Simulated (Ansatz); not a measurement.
The input, for Ansatz 0.2.0:

```yaml
crystal:
  periodic: [false, false, false]
  atoms:
    - {symbol: Cl, position_ang: [0.000000, 0.557432, 3.531915]}
    - {symbol: B, position_ang: [0.000000, 1.450828, 2.057033]}
    - {symbol: Ge, position_ang: [0.000000, -0.492297, -1.984070]}
    - {symbol: H, position_ang: [0.000000, 0.310456, -3.306454]}
basis:
  gaussian: {orbitals: cc-pVDZ}
magnetization: {spin_polarized: false, initial_magnetization: 3}
hamiltonian: {pseudopotentials: {relativity: none}}
correlation: {method: ccsd, electrons: outside_noble_gas}
```

```sh
$ ansatz run in.yaml --threads 1 --pin off --events-out ev --progress --plain --max-ram 2393MiB
```

The program prints:

```
700 factors; integrals over basis functions are off by at most 1.2e-3 eV
mean field evaluation 1: about -69654.9913 eV, gradient 1.6e1 eV
mean field evaluation 2: about -69655.0120 eV, gradient 1.6e1 eV
mean field evaluation 4: about -69655.4948 eV, gradient 1.2e1 eV
mean field evaluation 8: about -69659.6481 eV, gradient 4.5e0 eV
mean field evaluation 16: about -69659.8668 eV, gradient 2.0e-1 eV
mean field evaluation 32: about -69658.2796 eV, gradient 9.3e0 eV
mean field evaluation 64: about -69659.4350 eV, gradient 8.2e-3 eV
mean field evaluation 96: about -69659.4872 eV, gradient 1.5e-1 eV
mean field evaluation 128: about -69659.4567 eV, gradient 1.9e-1 eV
mean field evaluation 160: about -69659.4883 eV, gradient 1.1e-2 eV
...
mean field evaluation 1216: about -69659.9497 eV, gradient 2.1e-1 eV
determinant -69659.86706339 eV, -2559.9528974259 hartree, with singles and doubles -69667.76156289 eV, -2560.2430149313 hartree
determinant -69659.48829715 eV, -2559.9389780233 hartree, with singles and doubles -69666.98229930 eV, -2560.2143775227 hartree
determinant -69659.46910293 eV, -2559.9382726486 hartree, with singles and doubles -69666.97484591 eV, -2560.2141036157 hartree
determinant -69659.46634572 eV, -2559.9381713232 hartree, with singles and doubles -69666.96754382 eV, -2560.2138352688 hartree
determinant -69659.43507988 eV, -2559.9370223246 hartree, with singles and doubles -69666.93477234 eV, -2560.2126309391 hartree
20 core orbitals not correlated: weight in the atoms' cores, before any rotation towards them, 1.000 or more for the frozen orbitals, at most 0.000 for the correlated occupied ones
reference -69659.86706339 eV, -2559.9528974259 hartree; 9, 6 occupied and 35, 38 virtual orbitals, 700 factors
second order -6.66340475 eV of doubles, -0.02067223 eV of singles
cycle   1  -7.89476386 eV  change   -2.6e-4 eV  update   1.2e-3
cycle   2  -7.89469763 eV  change    6.6e-5 eV  update   7.9e-4
cycle   3  -7.89472281 eV  change   -2.5e-5 eV  update   2.7e-4
cycle   4  -7.89474000 eV  change   -1.7e-5 eV  update   1.4e-4
cycle   5  -7.89496541 eV  change   -2.3e-4 eV  update   7.2e-5
cycle   6  -7.89508656 eV  change   -1.2e-4 eV  update   4.9e-5
cycle   7  -7.89505304 eV  change    3.4e-5 eV  update   3.1e-5
cycle   8  -7.89501097 eV  change    4.2e-5 eV  update   1.6e-5
cycle   9  -7.89500444 eV  change    6.5e-6 eV  update   5.8e-6
Total energy: -69667.76206784 eV, -2560.2430334878 hartree
```

Ran on 1 thread of Arm Neoverse V1, shared host: 37 s wall, 0.28 GiB peak host memory.
